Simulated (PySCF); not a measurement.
**[PN2]- at several levels of theory**

All levels use the PBE0 minimum (singlet; P–N 1.511 Å (×2); N–P–N 180.0°), basis [P def2-TZVPD, N def2-TZVPD], no relativity, density fitting, no spin–orbit coupling, PySCF. For vertical energies the ionised species is a doublet (spins chosen at PBE0 and kept). Open shells are unrestricted, also as the reference of the correlated levels. A dash marks a value that was not computed or is not defined at that level.

Z-matrix (Å, degrees; charge -1 multiplicity 1):
```
P
N  1 1.5114
N  1 1.5114 2 180.00
```

```csv
level,vertical detachment energy (eV),−ε(HOMO) (eV),gap (eV)
PBE0,3.57,1.40,4.66
HF,2.07,4.25,9.81
MP2,4.74,–,–
PBE,3.58,0.20,2.68
B3LYP,3.61,1.18,4.15
r2SCAN,3.54,0.43,3.12
TPSSh,3.48,0.69,3.64
wB97X,3.67,3.73,8.77
MN15,3.64,2.10,5.92
```

Spin contamination in at least one species weakens the values at: HF, MP2.

The lowest empty level of this anion is unbound, so it and the gap depend on the basis.
